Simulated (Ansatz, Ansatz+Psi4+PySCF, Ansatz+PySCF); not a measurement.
```json
{"atom": "F", "x (Å)": "0.0000", "y (Å)": "-0.0859", "z (Å)": "-1.8652"}
{"atom": "C", "x (Å)": "0.0000", "y (Å)": "0.5133", "z (Å)": "-0.6955"}
{"atom": "C", "x (Å)": "0.0000", "y (Å)": "0.0063", "z (Å)": "0.5155"}
{"atom": "H", "x (Å)": "0.0000", "y (Å)": "0.6575", "z (Å)": "1.3776"}
{"atom": "H", "x (Å)": "0.0000", "y (Å)": "-1.0912", "z (Å)": "0.6676"}
```

Basis set: cc-pVTZ (spherical functions). Left uncorrelated: 3 orbitals. Correlation on ROHF uses semicanonical orbitals with singles. Charge 0, multiplicity 2.

Computed with Ansatz (development build ahead of 0.2.0); each method stands on the lowest determinant of its kind that the runs found.

The atomization energy at this shape (free ground-state atoms in the same class of orbitals less the molecule, no zero-point energy) of doublet C₂H₂F:

```tsv
method	atomization energy
ROHF-CCSD(T)	1842.2 kJ/mol
UHF-MP2	1866.8 kJ/mol
```

What does ROHF-MP2 give?

1888.7 kJ/mol. Caution for ROHF-MP2, UHF-MP2: forces differ strongly between restricted and unrestricted references. Caution for UHF-MP2: the unrestricted determinant is spin contaminated.
